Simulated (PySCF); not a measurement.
Gas-phase reaction: 4 NH₃ + SiH₄ → Si(NH₂)₄ + 4 H₂

Method: PySCF energies (xtb for GFN2) plus ideal-gas RRHO corrections (1 bar). † marks an energy on the PBE0/def2-TZVP geometry and frequencies; other levels use their own. MP2 and CCSD(T) freeze the core. 6-31G* has spherical d functions here. All species are closed-shell singlets. B3LYP is the form with VWN-RPA correlation. Si(NH₂)₄: computed as isolated molecules; such fragments, hydroxides, amides, oligomers or adducts are transient or little studied in the gas. MP2 isn't extrapolated to the basis-set limit; its ΔH°(298 K) is -184.9 kJ in def2-SVP and -234.6 kJ in def2-TZVPP. CCSD(T) isn't extrapolated to the basis-set limit. The harmonic model lacks anharmonicity and excited electronic states, which grow with temperature; levels with a mode under 35 cm⁻¹ are left out. Internal rotation in Si(NH₂)₄ is treated as a harmonic vibration of one conformer, which makes the entropy rough.

| level | ΔE electronic, kJ | ΔH°(298 K), kJ | ΔS°(298 K), J/K | ΔG°(1600 K), kJ |
|---|---|---|---|---|
| B3LYP/6-31G* | -143 | -194 | -118 | -99 |
| BLYP/def2-TZVP† | -136 | -185 | -117 | -91 |
| CCSD(T)/def2-SVP† | -106 | -155 | -117 | -61 |
| GFN2-xTB | -14 | -76 | -97 | -13 |
| M06-2X/def2-TZVP† | -215 | -265 | -117 | -171 |
| MP2/def2-TZVPP† | -185 | -235 | -117 | -141 |
| PBE/def2-TZVP† | -143 | -192 | -117 | -98 |
| r2SCAN/def2-TZVP† | -183 | -232 | -117 | -138 |
| ωB97M-V/def2-TZVP† | -178 | -227 | -117 | -133 |
| ωB97X-V/def2-TZVP† | -166 | -216 | -117 | -122 |
ΔH° is lowest at M06-2X/def2-TZVP† and highest at GFN2-xTB. No reference value is set beside these.
